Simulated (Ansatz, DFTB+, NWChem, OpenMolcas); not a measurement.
# A small benchmark: dipole moment

10 molecules with nitrogen; the dipole moment in D, computed less measured. Shapes, held fixed at every level: PBE0-D4/def2-TZVP; PN at the measured bond length. No vibrational averaging. Dipoles are compared by magnitude; molecules under 1 D, whose direction can flip, are left out. Programs: Ansatz 0.2.0, DFTB+ 25.1, NWChem 7.3.0, OpenMolcas 26.06. A level may come from different programs for different species; with the same settings they agree closely. Measured values: NIST CCCBDB.

Levels: A = DFTB1; B = HF/def2-SVP; C = PBE0/def2-SVP; D = B3LYP/6-31G* (Cartesian functions).

| molecule | measured | A | B | C | D |
| --- | --- | --- | --- | --- | --- |
| PN (phosphorus nitride) | 2.75 | +2.34 | +0.21 | -0.21 | -0.29 |
| NS (Mononitrogen monosulfide) | 1.81 | +1.23 | -0.17 | +0.01 | -0.08 |
| HCN (SMILES C#N) | 2.98 | +0.85 | +0.21 | -0.09 | -0.08 |
| C3HN (cyanoacetylene) | 3.72 | +1.52 | +0.37 | +0.02 | +0.09 |
| CH3N (SMILES C=N) | 2.00 | +0.20 | +0.20 | -0.07 | -0.05 |
| CH5N (methylamine) | 1.31 | -0.29 | +0.13 | +0.03 | +0.10 |
| C2H5N (N-methylmethanimine) | 1.53 | +0.18 | +0.21 | -0.09 | -0.12 |
| C3H3NO (oxazole) | 1.50 | +1.10 | +0.02 | +0.05 | +0.05 |
| C2H7N (dimethylamine) | 1.03 | -0.16 | +0.06 | -0.07 | -0.04 |
| C4H5N (pyrrole) | 1.84 | +2.11 | +0.18 | +0.19 | +0.10 |

Task: Which level does best on this set, which worst, and which err to one side?

Result: 
| level | kind | mean error | mean absolute error | worst case |
| --- | --- | --- | --- | --- |
| DFTB1 | semi-empirical | +0.908 | 0.998 | PN |
| HF/def2-SVP | Hartree–Fock | +0.142 | 0.176 | C3HN |
| PBE0/def2-SVP | global hybrid | -0.023 | 0.083 | PN |
| B3LYP/6-31G* (Cartesian functions) | global hybrid | -0.032 | 0.100 | PN |

On this set PBE0/def2-SVP has the smallest mean absolute error and DFTB1 the largest. DFTB1 is too high in 8 of 10; HF/def2-SVP is too high in 9 of 10. The levels differ in basis as well as in method. The tabulated value of C4H5N is in doubt (older tables, estimates, or at odds with other calculations) and kept here. Over the 9 molecules whose values aren't doubted the mean absolute errors are A 0.874; B 0.176; C 0.071; D 0.100. The smallest two are near a tie. Spin contamination: NS (⟨S²⟩ up to 1.14). Open shells run unrestricted. The set is small.
